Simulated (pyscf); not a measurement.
A first-order saddle from PySCF, ωB97X-D3(BJ)/def2-SVP:

```xyz
6

P     -0.1045     0.7557    -0.4944
H      0.6362     1.7633    -1.1479
H      1.3563     0.5476     0.4624
H     -1.3632     1.4408    -0.3866
Al     1.1326    -1.1254     0.0053
H      0.0006    -1.8754     0.8570
```

Surface: singlet, charge 0. Lowest wavenumbers (cm⁻¹): 1104i, 247, 364, 550, 572.

Question: Name the species on either side of this saddle.

Answer: PH₃ + AlH [singlet] <-> H₂Al–PH₂, an insertion read from left to right: H–P broken and Al–P, Al–H formed. At CCSD(T)/def2-TZVPP + ΔMP2(QZVPP) it lies +77.2 kJ/mol from the left side and +235.5 kJ/mol from the right (each side as separated species at their lowest minima found). On the reactant side the descent ends in an adduct with a Al–P contact, 46.8 kJ/mol under the separated species and 125.6 kJ/mol under the saddle at ωB97X-D3(BJ)/def2-TZVP. What is counted as formed (Al–P) is already present as a longer contact in the reactant adduct; forming that adduct is a step of its own. The same reactants have a lower exit, to Al–PH₂ [singlet] + H₂ (barrier +45.5 kJ/mol at ωB97M-D3(BJ), against +96.0 kJ/mol here). This is the saddle that the search found; another between the same sides may lie lower. A restricted solution here is unstable towards spin polarisation, so biradical character is likely and single-reference numbers are less safe. The CCSD(T) − MP2 part came from Ansatz, without density fitting, on the same reference.
